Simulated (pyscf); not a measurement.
:HSi–PH₂ [singlet] + water (H₂O) → HO–SiH=PH + hydrogen (H₂), a concerted two-bond exchange (singlet surface; H–P, H–O broken, O–Si, H–H formed). Single points on ωB97X-D3(BJ)/def2-SVP structures (PySCF, gas phase). Energies in eV from the separated reactants.

AM1 to PM7: differences of heats of formation from MOPAC, which are fitted to 298 K values and so differ in kind from electronic energies by zero-point and thermal terms. 

**Question.** Quick PM7 single points give ΔE‡ = 0.02 eV and ΔE = -4.27 eV. What does ωB97M-D3(BJ)/def2-TZVP give, and how far is the quick result from it?

**Answer.** ωB97M-D3(BJ)/def2-TZVP gives ΔE‡ = 1.00 eV and ΔE = -1.31 eV. PM7 lies 0.99 eV under it in the barrier and 2.95 eV under it in the reaction energy, so on this step it does not hold to within 0.13 eV. ωB97M-D3(BJ)/def2-TZVP has limits of its own. On the reactant side the descent ends in an adduct with a O–Si contact, 0.66 eV under the separated species and 1.68 eV under the saddle at ωB97X-D3(BJ)/def2-TZVP. What is counted as formed (O–Si) is already present as a longer contact in the reactant adduct; forming that adduct is a step of its own. The same reactants have a lower exit, to HO–Si:–PH₂ [singlet] + H₂ (barrier +0.33 eV at ωB97M-D3(BJ)/def2-TZVP, against +1.00 eV here). :HSi–PH₂ [singlet] lies 0.50 eV over its isomer H₂Si=PH (electronic energy, ωB97M-D3(BJ)/def2-TZVP). This is the saddle that the search found; another between the same sides may lie lower.
